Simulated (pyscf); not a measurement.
## Routes from `[CH3][O][Al]` [singlet] + `[H][H]`

Candidate steps break at most two bonds and form at most two. Each was searched with GFN2-xTB (tblite) first. Single points on ωB97X-D3(BJ)/def2-SVP structures (PySCF, gas phase). Energies: ωB97M-D3(BJ)/def2-TZVP, eV, from the separated reactants, singlet surface; ΔG‡ with ideal gas, 1 atm, RRHO with modes under 100 cm⁻¹ raised to 100, one conformer, R ln 2 for chiral ones without a mode under 150 cm⁻¹.

```csv
products,type,ΔE‡,ΔE,ΔG‡ 298 K,ΔG‡ 900 K,ν‡ (cm⁻¹)
H₃C–OH + AlH [singlet],concerted two-bond exchange,1.69,+1.93,–,–,1325i
H₃C–O–AlH₂,insertion,2.89,-0.63,3.16,3.84,1659i
```

A dash marks a saddle under its separated products, where this table gives no free-energy barrier. Row 1: On the product side the descent ends in an adduct with a Al–O contact, 0.69 eV under the separated species and 0.41 eV under the saddle at ωB97X-D3(BJ)/def2-TZVP. 

Plain bond fissions and candidates not yet searched are not listed, and one of them may be faster. Each barrier is that of the saddle found; lower ones may exist. A restricted solution here is unstable towards spin polarisation, so biradical character is likely and single-reference numbers are less safe.
